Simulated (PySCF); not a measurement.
Compound: C2H6N (doublet state).
Z-matrix (Å and degrees, GFN2-xTB geometry), rows numbered from 1:
```
C 
C   1  1.4842
N   2  1.4010  1  118.15
H   1  1.0907  2  110.50  3   -45.91
H   1  1.0886  2  110.08  3  -166.02
H   1  1.0989  2  112.65  3    74.09
H   2  1.0775  1  119.01  3  -146.86
H   3  1.0119  2  113.16  1    38.08
H   3  1.0107  2  113.91  1   167.63
```

The hyperfine couplings belong to this conformer and change with its torsions.

The species is `C[CH]N` [radical].

The calculation used PySCF 2.14.0, UKS B3LYP, pcH-1 on C H N, non-relativistic, mean-field spin-orbit, GIAO. The structure is a single GFN2-xTB conformer in the gas phase; no vibrational or solvent corrections. The geometry wasn't refined by DFT: couplings that depend on bond lengths, twists or pyramidal angles can differ widely from those at the functional's own minimum. The SCF solution wasn't tested for stability.

Largest spin populations (Mulliken): C2 (+0.86), N3 (+0.15), H6 (+0.07) and C1 (-0.07). The angles at C2 add up to 351.8°, so it is slightly pyramidal.

Task: How do the β-proton couplings of this frozen conformer go with θ, the angle between the C–H bond and the normal to the plane of the spin centre's three neighbours, both seen down the bond from centre to carbon?

Result: 
```json
{"β H": "H4", "on": "C1", "centre": "C2", "θ (°)": "59", "cos²θ": "0.27", "a (G)": "+10.49"}
{"β H": "H5", "on": "C1", "centre": "C2", "θ (°)": "61", "cos²θ": "0.23", "a (G)": "+8.61"}
{"β H": "H6", "on": "C1", "centre": "C2", "θ (°)": "1", "cos²θ": "1.00", "a (G)": "+43.69"}
```

Fitting the Heller–McConnell form a = ρ(B0 + B2 cos²θ), with Mulliken ρ = 0.86, gives B0 = -2.1 G and B2 = 53.1 G, with a largest miss of 0.2 G. By this fit the coupling would be 43.7 G at θ = 0° and -1.8 G at 90°.

Task: What would the freely rotating methyl group on C1 show?

Result: Three equal couplings, a 1:3:3:1 quartet. The mean of the three values of this geometry estimates the splitting: 20.9 G, or 58.7 MHz (three bonds 120° apart have a mean cos²θ of 1/2 at any torsion).

Couplings in gauss use g_iso = 2.0027.
